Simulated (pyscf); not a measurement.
PySCF, gas phase, ωB97X-D3(BJ)/def2-SVP geometries.

Q: H₂N–InH₂ (SMILES [NH2][InH2]) + H₂ (SMILES [H][H]) → NH₃ (SMILES N) + InH₃ (SMILES [InH3])
Surface: singlet. Broken: In–N, H–H. Formed: H–N, H–In. Give ΔE‡ and ΔE from ωB97M-D3(BJ)/def2-TZVP, relative to the separated reactants.

A: ΔE‡ = 19.2 kcal/mol, ΔE = -0.9 kcal/mol. Zero-point energy shifts the barrier by +2.5 kcal/mol. It is a four-centre exchange, with an imaginary mode of 1302i cm⁻¹. On the product side the descent ends in an adduct with a In–N contact, 21.7 kcal/mol under the separated species and 39.2 kcal/mol under the saddle at ωB97X-D3(BJ)/def2-TZVP. What is counted as broken (In–N) persists as a longer contact in the product adduct; parting that adduct is a step of its own. At the saddle there is also a short H–In contact that neither side keeps. One saddle was located; it need not be the lowest between these sides. Elements past Kr carry the def2 core potentials, without spin-orbit coupling.
